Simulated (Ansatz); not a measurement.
HgI (I4/mmm, No. 139)

Computed with PBEsol in Ansatz (PAW).

Settings: plane-wave cutoff 500 eV, 12×12×12 k mesh, gaussian smearing 0.02 eV, scalar-relativistic PAW data made under PBE.

Cell (relaxed at this level):

Space group I4/mmm (No. 139); a = b = 4.839 Å, c = 11.660 Å, α = β = γ = 90.00°

| atom | site | symmetry | x | y | z |
|---|---|---|---|---|---|
| Hg | 4e | 4mm | 0.0000 | 0.0000 | 0.1123 |
| I | 4e | 4mm | 0.0000 | 0.0000 | 0.3488 |
(The calculation used a cell of 4 atoms; values per cell refer to that cell.)

```yaml
band_gap: 1.26 eV (on the SCF k mesh)
```

Spin–orbit coupling is not included; with these elements it can move the gap by several tenths of an eV or more.

Static lattice: no zero-point or thermal effects.

Ansatz is a first-principles code.
